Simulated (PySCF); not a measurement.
Job file and geometry (Å, from PBE0-D3(BJ)/def2-SVP) of a spin–spin coupling run on `InChI=1S/C5H8/c1-2-5-3-4-5/h2,5H,1,3-4H2`, B3LYP/pcJ-1 indirect spin-spin coupling, non-relativistic, gas phase in PySCF; density fitting, a coarse starting grid and PySCF grid level 2 are the driver's defaults:

```
{"job": {"kind": "j", "xc": "B3LYP", "basis": "pcJ-1"}, "charge": 0, "multiplicity": 1}
C      1.847115    -0.408009     0.528197
C      1.192815     0.363202    -0.342511
C     -0.253695     0.685721    -0.319204
C     -1.234401    -0.067053     0.526427
C     -1.251267    -0.250907    -0.960040
H      1.345889    -0.861143     1.388693
H      2.914646    -0.611620     0.413329
H      1.752463     0.804906    -1.176964
H     -0.470170     1.749836    -0.470279
H     -2.045299     0.498793     0.991936
H     -0.863403    -0.894695     1.136068
H     -0.862631    -1.192510    -1.357568
H     -2.072090     0.183388    -1.537135
```

Q: Write the output of this run.

A: 
```
coarse grid: 10392 points
cycle   1  E = -195.2190806370  dE =  4.866e-01  |g| = 4.047e-01  |ddm| = 2.811e+00
cycle   2  E = -195.2056738009  dE =  1.341e-02  |g| = 4.703e-01  |ddm| = 7.474e-01
cycle   3  E = -195.2635990710  dE = -5.793e-02  |g| = 3.379e-02  |ddm| = 4.241e-01
cycle   4  E = -195.2637330845  dE = -1.340e-04  |g| = 2.094e-02  |ddm| = 4.587e-02
cycle   5  E = -195.2638306638  dE = -9.758e-05  |g| = 5.746e-03  |ddm| = 2.005e-02
cycle   6  E = -195.2638378411  dE = -7.177e-06  |g| = 2.358e-03  |ddm| = 5.962e-03
final grid: 99016 points
cycle   7  E = -195.3065547461  dE = -8.997e-05  |g| = 6.910e-03  |ddm| = 1.771e-02
cycle   8  E = -195.3065403930  dE =  1.435e-05  |g| = 1.024e-02  |ddm| = 1.200e-02
cycle   9  E = -195.3065656682  dE = -2.528e-05  |g| = 1.515e-03  |ddm| = 7.568e-03
cycle  10  E = -195.3065661769  dE = -5.087e-07  |g| = 6.286e-04  |ddm| = 1.712e-03
cycle  11  E = -195.3065662763  dE = -9.934e-08  |g| = 8.178e-05  |ddm| = 5.476e-04
cycle  12  E = -195.3065662778  dE = -1.543e-09  |g| = 1.623e-05  |ddm| = 7.482e-05
cycle  13  E = -195.3065662779  dE = -6.122e-11  |g| = 3.893e-06  |ddm| = 1.805e-05
converged SCF energy = -195.3065662779

Indirect spin-spin couplings (Hz)
  i      j    bonds     total        FC       PSO       DSO        SD
  0 C    1 C    1     78.469    88.221    -9.896     0.144         -
  0 C    2 C    2     -0.301     0.055    -0.321    -0.036         -
  0 C    3 C    3      4.525     4.665    -0.137    -0.003         -
  0 C    4 C    3      3.110     2.975     0.183    -0.048         -
  0 C    5 H    1    163.771   162.676     0.501     0.594         -
  0 C    6 H    1    169.131   168.038     0.560     0.532         -
  0 C    7 H    2      1.046     2.753    -1.194    -0.513         -
  0 C    8 H    3      5.972     6.089     0.333    -0.450         -
  0 C    9 H    4      0.210     0.325     0.179    -0.294         -
  0 C   11 H    4     -0.458    -0.451     0.009    -0.016         -
  0 C   12 H    4      0.711     0.707     0.383    -0.379         -
  1 C    2 C    1     57.619    59.094    -1.716     0.241         -
  1 C    3 C    2     -1.566    -1.400    -0.144    -0.023         -
  1 C    4 C    2     -2.988    -2.731    -0.247    -0.011         -
  1 C    5 H    2     -2.174    -0.261    -1.437    -0.476         -
  1 C    6 H    2      0.133     1.930    -1.291    -0.507         -
  1 C    7 H    1    160.108   159.024     0.295     0.788         -
  1 C    8 H    2     -1.646    -1.467    -0.009    -0.170         -
  1 C    9 H    3      2.978     3.065     0.322    -0.409         -
  1 C   10 H    3      5.063     5.294    -0.230    -0.002         -
  1 C   11 H    3      5.771     5.703    -0.029     0.096         -
  1 C   12 H    3      2.345     2.406     0.319    -0.380         -
  2 C    3 C    1     16.955    17.835    -1.081     0.201         -
  2 C    4 C    1     13.148    13.782    -0.830     0.197         -
  2 C    5 H    3      7.611     7.709    -0.100     0.002         -
  2 C    6 H    3     13.146    13.263     0.324    -0.441         -
  2 C    7 H    2      6.267     6.491    -0.071    -0.154         -
  2 C    8 H    1    164.504   162.775     0.716     1.013         -
  2 C    9 H    2     -1.411    -1.487     0.359    -0.283         -
  2 C   10 H    2     -2.446    -2.591     0.413    -0.269         -
  2 C   11 H    2     -2.058    -2.192     0.392    -0.258         -
  2 C   12 H    2     -1.748    -1.845     0.386    -0.289         -
  3 C    4 C    1     15.713    16.450    -0.905     0.167         -
  3 C    5 H    4      0.298     0.258    -0.197     0.236         -
  3 C    6 H    4      0.571     0.600     0.291    -0.320         -
  3 C    7 H    3      5.904     5.976     0.407    -0.479         -
  3 C    8 H    2     -0.548    -0.597     0.350    -0.301         -
  3 C    9 H    1    169.184   167.596     0.802     0.787         -
  3 C   10 H    1    167.610   166.032     0.743     0.835         -
  3 C   11 H    2     -1.639    -1.739     0.440    -0.340         -
  3 C   12 H    2     -2.166    -2.252     0.462    -0.376         -
  4 C    5 H    4     -1.848    -1.808     0.089    -0.128         -
  4 C    6 H    4     -1.772    -1.793     0.324    -0.304         -
  4 C    7 H    3      1.001     1.050     0.167    -0.215         -
  4 C    8 H    2     -3.075    -3.163     0.366    -0.279         -
  4 C    9 H    2     -2.290    -2.383     0.468    -0.375         -
  4 C   10 H    2     -1.994    -2.055     0.397    -0.336         -
  4 C   11 H    1    170.534   169.086     0.653     0.794         -
  4 C   12 H    1    169.294   167.790     0.741     0.763         -
  5 H    6 H    2      1.890     1.653     3.626    -3.388         -
  5 H    7 H    3     18.164    18.684     2.684    -3.205         -
  5 H    8 H    4     -2.146    -1.997     1.309    -1.459         -
  5 H    9 H    5     -0.227    -0.164     0.543    -0.606         -
  5 H   10 H    5     -0.313    -0.523    -2.544     2.754         -
  5 H   11 H    5      0.198     0.277    -0.034    -0.044         -
  6 H    7 H    3     11.497    11.947     0.141    -0.592         -
  6 H    8 H    4     -1.567    -1.441     1.536    -1.662         -
  6 H    9 H    5     -0.206    -0.102     1.317    -1.421         -
  6 H   10 H    5     -0.195    -0.125     0.844    -0.914         -
  6 H   11 H    5      0.335     0.410     0.581    -0.656         -
  6 H   12 H    5      0.388     0.466     1.276    -1.353         -
  7 H    8 H    3      4.591     4.664     0.306    -0.379         -
  7 H    9 H    4      0.505     0.573     1.706    -1.774         -
  7 H   10 H    4     -0.888    -0.744     1.570    -1.715         -
  7 H   12 H    4     -0.230    -0.149     0.996    -1.077         -
  8 H    9 H    3      8.648     8.709     0.146    -0.207         -
  8 H   10 H    3      6.453     6.496     2.719    -2.762         -
  8 H   11 H    3      5.888     5.936     2.682    -2.730         -
  8 H   12 H    3     10.285    10.335     0.125    -0.175         -
  9 H   10 H    2     -5.599    -5.763     3.033    -2.869         -
  9 H   11 H    3      6.804     6.859     2.731    -2.786         -
  9 H   12 H    3     10.005    10.081     0.425    -0.501         -
 10 H   11 H    3     10.632    10.699     0.185    -0.252         -
 10 H   12 H    3      6.359     6.418     2.677    -2.737         -
 11 H   12 H    2     -4.187    -4.328     3.122    -2.981         -
```

Size and cost of the density-fitted run: 215 basis functions, 26 s wall time on 1 thread of an x86-64 server CPU, shared host.
